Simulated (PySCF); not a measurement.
**Silicon: highly charged ions in a basis for the neutral atom**

Si¹¹⁺ [He] 2s1, Si¹²⁺ 1s2. Calculation: PySCF 2.14, in x2c-SVPall; scalar relativity by spin-free X2C-1e. No spin-orbit coupling, so a gap to NIST mixes the basis error with missing relativistic terms.

Changed run: basis of the neutral atom used for a highly charged ion. This setting is unsound on purpose.

```csv
species,method,sound run (hartree),changed run (hartree),converged
Si¹¹⁺,UHF,not run,-206.54647,yes
Si¹¹⁺,MN15,not run,-206.62370,yes
Si¹¹⁺,PBE,not run,-206.46929,yes
Si¹²⁺,UHF,not run,-187.74242,yes
Si¹²⁺,MN15,not run,-187.80818,yes
Si¹²⁺,PBE,not run,-187.62787,yes
```

Ionisation energy of Si¹¹⁺:

```tsv
method	changed run (eV)	NIST (eV)
UHF	511.68	523.41
MN15	512.00	523.41
PBE	512.70	523.41
```

The contracted functions were made for the neutral atom and can be too rigid for a highly charged ion.
